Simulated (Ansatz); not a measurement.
Working through a relaxed scan of one distance of CH5Si, SMILES [CH2][SiH3]

Computed with Ansatz 0.2.0, Python API.

Run as a notebook:

**Cell 1**
```python
import ansatz as az
import numpy as np
```

**Cell 2**
```python
BASIS_SET = 'def2-SVP'
FUNCTIONAL = 'PBE'
```

**Cell 3**
```python
geometry_ang = [
    ('C', (-0.15, -1.1281, 0.046)),
    ('Si', (0.1125, 0.6903, -0.0291)),
    ('H', (-1.2065, -1.4388, 0.3185)),
    ('H', (0.6662, -1.762, -0.2283)),
    ('H', (-0.2104, 1.2077, -1.3936)),
    ('H', (-0.723, 1.4019, 0.977)),
    ('H', (1.5725, 0.9611, 0.2638)),
]
geometry = az.Crystal.molecule()
for symbol, xyz in geometry_ang:
    geometry = geometry.atom(symbol, xyz)

base = geometry.calculation()
base = base.basis(gaussian=BASIS_SET)
base = base.functional(FUNCTIONAL).spin('collinear', total=1)
symbols = [site.symbol for site in geometry.cartesian_sites]
pairs = [(0, 1), (0, 2), (0, 3), (1, 4), (1, 5), (1, 6)]
print('held (A)   E (eV)        ', '  '.join(f'{symbols[i]}{i}-{symbols[j]}{j}' for i, j in pairs))
for length in [1.39, 1.51, 1.63, 1.82, 2.04]:
    summary = base.relax(constraints=[az.DistanceConstraint((1, 6), at=length)], force_tolerance=0.02, max_steps=60).run().report
    xyz = np.array(summary['positions_ang'])
    print(f'{length:6.2f} {summary["free_energy_ev"]:14.5f}  ', '  '.join(f'{np.linalg.norm(xyz[i] - xyz[j]):.3f}' for i, j in pairs))
```
Output:
```text
held (A)   E (eV)         C0-Si1  C0-H2  C0-H3  Si1-H4  Si1-H5  Si1-H6
DeckWarning: relax.constraints: the input's atoms, or those drawn, lie off the distances that are held; a relaxation that starts there is brought onto them ahead of its first SCF, by positions alone, an atom by 6.18e-2 Å at the most. With the symmetry detection on, the symmetry is detected on the input's atoms as so brought (as typed, where only the drawn atoms reach the distances), and notices that speak of the structure as typed mean those atoms
  1.39    -8984.81793   1.858  1.104  1.103  1.512  1.511  1.390
  1.51    -8984.94866   1.857  1.103  1.103  1.513  1.506  1.510
  1.63    -8984.85713   1.852  1.104  1.104  1.505  1.504  1.630
  1.82    -8984.46551   1.843  1.103  1.103  1.502  1.502  1.820
  2.04    -8983.88296   1.828  1.103  1.103  1.500  1.500  2.040
```

Reading the output:
- Total energies depend on the basis set; only differences at equal settings carry meaning.
- Warnings are shown shortened and without file and line.
- The energies are electronic: no zero-point or thermal terms, and the basis set is short of its limit.
- The species is open-shell (spin multiplicity 2).
- It ran for 100 s on 1 thread of Intel(R) Xeon(R) Platinum 8259CL CPU @ 2.50GHz (Skylake/Cascade Lake), with other jobs on the host, peak memory 0.21 GiB.
